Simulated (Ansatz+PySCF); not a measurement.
Values are calculated unless marked as measured or tabulated.
A run of PySCF 2.14.0 on singlet N2 at this shape:

```xyz
2

N     0.0000    0.0000   -1.6466
N     0.0000    0.0000    1.6466
```

Its results:

```
Converged          : yes
Reference energy   : -107.94437 hartree
Correlation energy : -2.29502 hartree
Total energy       : -110.23938 hartree
```

Question: Which input gives this output? Name the method, the orbitals and the basis set, and write the input.

Answer: RHF-MP2 in cc-pVDZ. An unrestricted run that stays on the closed shell gives the same numbers.

```python
from pyscf import gto, scf, mp

mol = gto.M(atom="""
N 0.000000 0.000000 -1.646630
N 0.000000 0.000000 1.646630
""", basis='cc-pvdz', charge=0, spin=0)
mf = scf.RHF(mol)
mf.kernel()
pt = mp.MP2(mf, frozen=2).run()
print(mf.e_tot, pt.e_corr, pt.e_tot)
```

The reference isn't the lowest determinant (another lies 9.22 eV lower), but the same method gives a higher total on the lower determinant. Caution: large amplitudes, a single reference is doubtful; an unrestricted determinant lies well below.
